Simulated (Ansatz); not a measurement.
Input for Ansatz (development build ahead of 0.2.0):

```yaml
crystal:
  periodic: [false, false, false]
  atoms:
    - { symbol: "N", position_ang: [-0.00903, 0.00195, -0.54504] }
    - { symbol: "N", position_ang: [0.00191, -0.00981, 0.54846] }
basis:
  gaussian: { orbitals: cc-pVDZ }
hamiltonian:
  xc: hf
```

The input is written out in the form of the current development build from the run's settings.

Output:

```json
{
 "Converged": "yes",
 "Total energy": "-108.95463 hartree",
 "Spin squared of the determinant": "0.000"
}
```
